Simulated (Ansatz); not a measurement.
# SbH2⁻, triplet: reading a ladder of total energies

Geometry: that of the SbH2⁻, singlet, kept fixed. The singlet lies 2.4 eV lower here.

```xyz
3

Sb    0.0000   -0.0198    0.0000
H     0.0000    1.1955    1.2291
H     0.0000    1.1955   -1.2291
```

Basis def2-SVPD with its core potentials; Ansatz 0.2.0. Correlated methods freeze the noble-gas cores and the filled d shells of p-block atoms, which leaves 8 electrons in 39 orbitals. R marks a restricted (for open shells ROHF) determinant. No spin–orbit coupling is included; scalar relativity enters through the core potentials alone. This anion state lies near or above the neutral species, so the extra electron is weakly bound or unbound and the energies hang on the diffuse functions.

Full CI isn't at hand for all of this; RCCSDTQ serves as the reference, and is uncertain by about the last step of the cluster series.

Runs differ by some tens of microhartree through their thresholds and, for an open shell, their frozen cores, so steps under 0.03 kcal/mol mean nothing.

```
    level  total energy (hartree)
      RHF             -240.314401
     RMP2             -240.425386
    RCCSD             -240.449180
 RCCSD(T)             -240.453415
   RCCSDT             -240.454218
RCCSDT(Q)             -240.454406
  RCCSDTQ             -240.454430
```

Q: What is the correlation energy at RCCSDTQ, and what share of it do RMP2 and RCCSD recover?

A: E(corr) = -240.454430 − (-240.314401) = -0.140029 hartree = -3.810 eV. RMP2: -0.110985 / -0.140029 = 79.26 %. RCCSD: -0.134779 / -0.140029 = 96.25 %.

Q: By how many kcal/mol does RCCSD(T) miss RCCSDTQ (1 hartree = 627.509 kcal/mol), and which steps make up the rest?

A: -240.453415 − (-240.454430) = 0.001015 hartree = 0.64 kcal/mol. Steps: RCCSDT − RCCSD(T) = -0.50, RCCSDT(Q) − RCCSDT = -0.12, RCCSDTQ − RCCSDT(Q) = -0.02 kcal/mol. That is within 1 kcal/mol of the reference in this basis, which itself misses far more of the correlation at the basis-set limit.
